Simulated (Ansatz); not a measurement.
Cartesian coordinates (Å):
```xyz
7

C     -0.5708     0.0321    -0.0050
N      0.8617     0.1289     0.2925
H     -0.8341    -0.5249    -0.9262
H     -0.9903     1.0445    -0.0948
H     -1.0828    -0.4542     0.8379
H      1.3508     0.5793    -0.4831
H      1.2654    -0.8057     0.3787
```
Charge 0, multiplicity 1.

Method: Ansatz (an electronic-structure program) with frozen-core CCSD(T)/cc-pVTZ // PBE-D3(BJ)/def2-TZVP.

```yaml
HF energy: -95.25204 Ha
MP2 correlation energy: -0.40513 Ha
```

Question: Estimate the CCSD correlation energy, the (T) correction, the total energy and the T1 diagnostic.

Answer: 
- CCSD correlation energy = -0.42943 Ha
- (T) correction = -0.01493 Ha
- CCSD(T) total energy = -95.69640 Ha
- T1 diagnostic = 0.008
